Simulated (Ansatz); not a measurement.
A calculation on hcp Zn returned lattice constant a 2.749 Å, lattice parameter c 5.901 Å.

For reference: lattice constant a 2.665 Å (measured, 293 K, no zero-point or thermal correction, our sources range from 2.660 to 2.665; as tabulated in Wikipedia's data pages); lattice parameter c 4.946 Å (measured, 293 K, no zero-point or thermal correction; as tabulated in Wikipedia's data pages).

Task: Which level of theory produced these numbers?
A. Hartree–Fock (Ansatz, an electronic-structure program)
B. PBE-D4 (Ansatz)
C. PBE-D3(BJ) (Ansatz)
D. PBE0 (Ansatz)

Result: A, Hartree–Fock (Ansatz)

The others give: PBE-D3(BJ) 2.621 Å, 4.788 Å; PBE-D4 2.626 Å, 4.852 Å; PBE0 2.623 Å, 5.166 Å.

Unless a cell is named, each level is at its own relaxed cell (Hartree–Fock 19.32, PBE-D3(BJ) 14.24, PBE-D4 14.49, PBE0 15.39 Å³/atom).

Ansatz's density-functional and Hartree–Fock values are scalar-relativistic unless marked +SOC, with PAW data made under PBE.
